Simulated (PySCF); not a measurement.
# FCI/6-31G run of PH2 (SMILES [PH2])

What is the energy change on altering one bond length of PH2 at FCI/6-31G? The job is set up through a Python script.

Program for the calculation: PySCF 2.14.0.

13 further runs of the same task are left out: 2 that didn't finish, 11 set aside as unsound or not needed.

### 1 The system as given

The species is PH2 (3 atoms), meant as a doublet with charge 0. SMILES: `[PH2]`. Geometry: relaxed at GFN2-xTB.

Bond lengths: P1–H2 1.392 Å, P1–H3 1.392 Å. Angles: H2–P1–H3 91.4°.

### 2 A single-point energy at FCI/6-31G

File start.xyz:

```xyz
3

P      0.514470    -0.302750     0.252680
H      0.111510     1.027360     0.172420
H     -0.625980    -0.724620    -0.425100
```

File run.py:

```python
# [PH2]
from pyscf import gto, mcscf

molecule = gto.Mole()
molecule.atom = 'start.xyz'
molecule.max_memory = 1860
molecule.verbose = 3
molecule.spin = 1
molecule.basis = '6-31g'
molecule.build()

mf = molecule.ROHF()
mf.conv_tol = 1e-10
mf.kernel()
if not mf.converged:
    mf = mf.newton().run(mf.mo_coeff, mf.mo_occ)

cas = mcscf.CASCI(mf, mf.mo_coeff.shape[-1] - 5, (molecule.nelec[0] - 5, molecule.nelec[1] - 5))  # full CI above the frozen core
cas.fix_spin_(ss=0.75)
cas.kernel()
energy = cas.e_tot
print('E(%s) = %.9f' % ('FCI', energy))
```

On the command line:

```
OMP_NUM_THREADS=1 python run.py
```

The log of the run:

```text
converged SCF energy = -341.807810003562
CASCI E = -341.873104902380  E(CI) = -11.6054411695528  S^2 = 0.7500000
E(FCI) = -341.873104902
```

Run time: 1.5 s. Hardware: 1 thread of Intel Xeon Platinum 8488C (Sapphire Rapids), shared host; peak memory 0.14 GiB.

### 3 The distorted shape at the same level

File job.py:

```python
from pyscf import gto, mcscf

system = gto.Mole()
system.atom = [
    ('P', (1.084717, -0.091807, 0.591583)),
    ('H', (0.681757, 1.238303, 0.511323)),
    ('H', (-0.625980, -0.724620, -0.425100)),
]
system.charge = 0
system.max_memory = 1860
system.verbose = 3
system.basis = '6-31g'
system.spin = 1
system.build()

mf = system.ROHF()
mf.conv_tol = 1e-10
mf.kernel()
if not mf.converged:
    mf = mf.newton().run(mf.mo_coeff, mf.mo_occ)

cas = mcscf.CASCI(mf, mf.mo_coeff.shape[-1] - 5, (system.nelec[0] - 5, system.nelec[1] - 5))  # full CI above the frozen core
cas.fix_spin_(ss=0.75)
cas.kernel()
e_tot = cas.e_tot
print(f'total energy: {e_tot:.8f} hartree')
```

On the command line:

```
OMP_NUM_THREADS=1 python job.py
```

The log of the run:

```text
converged SCF energy = -341.742217603631
CASCI E = -341.829986942256  E(CI) = -10.8712262510037  S^2 = 0.7500000
total energy: -341.82998694 hartree
```

Run time: 1.6 s. Hardware: 1 thread of Intel Xeon Platinum 8488C (Sapphire Rapids), shared host; peak memory 0.14 GiB.

### 4 Outcome

At FCI/6-31G, 5 core orbitals frozen:

| quantity | value |
| --- | --- |
| first shape: total energy | -341.87310 Eh |
| first shape: dipole moment (Hartree–Fock density) | 1.24 D |
| first shape: correlation energy (5 core orbitals frozen) | -65.3 mEh |
| distorted shape: total energy | -341.82999 Eh |
| distorted shape: dipole moment (Hartree–Fock density) | 1.10 D |
| distorted shape: correlation energy (5 core orbitals frozen) | -87.8 mEh |
| energy change with the P1–H3 bond stretched from 1.392 to 2.088 Å | 1.173 eV |

What this shows: With the P1–H3 bond stretched from 1.392 to 2.088 Å the energy rises by 1.17 eV (113 kJ/mol). The first shape isn't relaxed at this level, so the change isn't measured from a minimum. Mulliken charges (first shape) of the mean-field density run from -0.11 on H2 to +0.21 on P1. Mulliken charges (distorted shape) of the mean-field density run from -0.10 on H2 to +0.16 on P1; they depend strongly on the basis.
